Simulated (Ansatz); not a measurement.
# CH₃Si (doublet): from Hartree-Fock to the top rungs at a displaced geometry (v1), cc-pVDZ

Aim: climb from Hartree-Fock through coupled cluster for CH₃Si (doublet) at one geometry and basis, and see what each rung misses.

Method: cc-pVDZ, core rule «outside noble gas», up to 6 orbitals frozen; program: Ansatz 0.2.0, Gaussian basis.

To be run: UHF; CCSD(T) on ROHF; CCSD(T) on UHF; BCCD(T) on ROHF; CISD; CCSDT(Q) on ROHF; CCSDT(Q) on UHF.

16 further runs of the same task are left out: 6 that didn't finish, 10 set aside as unsound or not needed.

## Step 1: The geometry

The geometry is a PBE0/def2-TZVP stationary point (not a proven minimum) with its atoms shifted at random (size 0.040 Å).

5 atoms, charge 0, spin multiplicity 2.

Atoms are counted from 1 here; the program's logs count them from 0.

Bond lengths: Si1–C2 1.679 Å, Si1–H3 1.489 Å, Si1–H4 1.484 Å, C2–H5 1.141 Å. Angles: C2–Si1–H3 120.4°, C2–Si1–H4 120.7°, H3–Si1–H4 118.9°, Si1–C2–H5 175.0°.

As a file:

```xyz
5
CH3Si
Si    0.0027    0.0040    0.4983
C     0.0019   -0.0121   -1.1811
H     0.0499    1.2942    1.2392
H    -0.0529   -1.2626    1.2690
H    -0.0953    0.0006   -2.3182
```

## Step 2: UHF

File in.yaml:

```yaml
crystal:
  periodic: [false, false, false]
  atoms:
    - {symbol: Si, position_ang: [0.002723, 0.004028, 0.498261]}
    - {symbol: C, position_ang: [0.001889, -0.012115, -1.181068]}
    - {symbol: H, position_ang: [0.049853, 1.294218, 1.239205]}
    - {symbol: H, position_ang: [-0.052923, -1.262642, 1.269007]}
    - {symbol: H, position_ang: [-0.095308, 0.000560, -2.318175]}
basis:
  gaussian: {orbitals: cc-pVDZ}
magnetization: {spin_polarized: true, initial_magnetization: 1}
hamiltonian: {xc: hf}
output: {orbitals: {seedname: orbitals}}
```

Started as:

```
ansatz run in.yaml --threads 1 --pin off --events-out ev --progress --plain --max-ram 2393MiB
```

After this run come: CCSD(T) on ROHF; CCSD(T) on UHF; BCCD(T) on ROHF; CISD; CCSDT(Q) on ROHF; CCSDT(Q) on UHF.

Before running them: what should the planned runs give, taken together? Wanted: RCCSDT(Q) below the RHF energy; RMP2 from RCCSDT(Q); UMP2 from RCCSDT(Q); RCCSD from RCCSDT(Q); RCCSD(T) from RCCSDT(Q); UCCSD(T) from RCCSDT(Q); UCCSDT(Q) from RCCSDT(Q); T1 diagnostic.

The runs gave:

| quantity | value |
| --- | --- |
| RCCSDT(Q) below the RHF energy | -7.1468 eV |
| RMP2 from RCCSDT(Q) | +30.27 kcal/mol |
| UMP2 from RCCSDT(Q) | +37.03 kcal/mol |
| RCCSD from RCCSDT(Q) | +7.05 kcal/mol |
| RCCSD(T) from RCCSDT(Q) | +1.31 kcal/mol |
| UCCSD(T) from RCCSDT(Q) | +1.93 kcal/mol |
| UCCSDT(Q) from RCCSDT(Q) | -0.04 kcal/mol |
| levels within 1 kcal/mol (43 meV) | RCCSDT, UCCSDT, UCCSDT(Q) |
| T1 diagnostic | 0.027 |

**Reading.** RCCSD(T) misses by +1.31 kcal/mol, 0.8 % of the correlation energy. CCSD(T) misses by +1.31 kcal/mol on the restricted determinant and by +1.93 kcal/mol on the unrestricted one; the two need not hold the same state or core. These misses are within one basis, not against nature; the frozen cores of restricted and unrestricted runs differ, which can shift their rows.
